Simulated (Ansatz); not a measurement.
Geometry optimisation, RKS PBE/6-31G (Ansatz).

input.yaml

```yaml
crystal:
  periodic: [false, false, false]
  atoms:
    - { symbol: C, position_ang: [-1.3401, 0.3848, 0.8118] }
    - { symbol: "N", position_ang: [-0.2743, -0.3531, 0.3314] }
    - { symbol: C, position_ang: [0.6004, 0.214, -0.5348] }
    - { symbol: "N", position_ang: [1.6305, -0.6763, -0.95] }
    - { symbol: O, position_ang: [0.6542, 1.3707, -0.9007] }
    - { symbol: H, position_ang: [-1.0398, 1.4107, 1.1763] }
    - { symbol: H, position_ang: [-2.0531, 0.5958, -0.0273] }
    - { symbol: H, position_ang: [-1.8514, -0.1074, 1.5899] }
    - { symbol: H, position_ang: [-0.4355, -1.3133, 0.1997] }
    - { symbol: H, position_ang: [2.3027, -0.2479, -1.4527] }
    - { symbol: H, position_ang: [1.8718, -1.3351, -0.223] }
basis:
  gaussian: { orbitals: "6-31G" }
hamiltonian:
  xc: pbe
relax:
  f_tol: 0.015
  max_steps: 40
```

Run as:

```bash
$ ansatz run input.yaml --threads 1 --pin off --max-ram 2048MiB --backend cpu --events-out ev --progress --plain --runs-dir out
```

Where does it end, and by what steps?

The run converged. The force dipped under the threshold on the way, but the program's further checks kept it going. Limits of this set-up: no polarisation functions. After 19 steps the energy has fallen by 0.695 eV; H11 moved furthest, 0.65 Å.

| step | energy less start (eV) | largest force component (eV/Å) | accepted |
| --- | --- | --- | --- |
| 0 | 0.0000 | 3.892 | yes |
| 1 | -0.5474 | 1.323 | yes |
| 2 | -0.6129 | 0.996 | yes |
| 3 | -0.5572 | 1.727 | no |
| 4 | -0.6564 | 0.438 | yes |
| 5 | -0.6689 | 0.130 | yes |
| 6 | -0.6751 | 0.199 | yes |
| 7 | -0.6800 | 0.141 | yes |
| 8 | -0.6781 | 0.706 | no |
| 9 | -0.6834 | 0.075 | yes |
| 10 | -0.6873 | 0.186 | yes |
| 11 | -0.6744 | 0.492 | no |
| 12 | -0.6913 | 0.060 | yes |
| 13 | -0.6938 | 0.018 | yes |
| 14 | -0.6931 | 0.184 | no |
| 15 | -0.6931 | 0.176 | no |
| 16 | -0.6944 | 0.006 | yes |
| 17 | -0.6950 | 0.049 | yes |
| 18 | -0.6950 | 0.036 | yes |
| 19 | -0.6951 | 0.001 | yes |

```xyz
11
Properties=species:S:1:pos:R:3
C -1.461 0.421 0.740
N -0.356 -0.366 0.206
C 0.737 0.252 -0.388
N 1.718 -0.611 -0.854
O 0.840 1.505 -0.502
H -1.206 1.478 0.567
H -2.413 0.194 0.225
H -1.594 0.258 1.824
H -0.401 -1.379 0.272
H 2.527 -0.188 -1.293
H 1.675 -1.621 -0.776
```

Run time: 42 s on 1 CPU thread of a shared host.
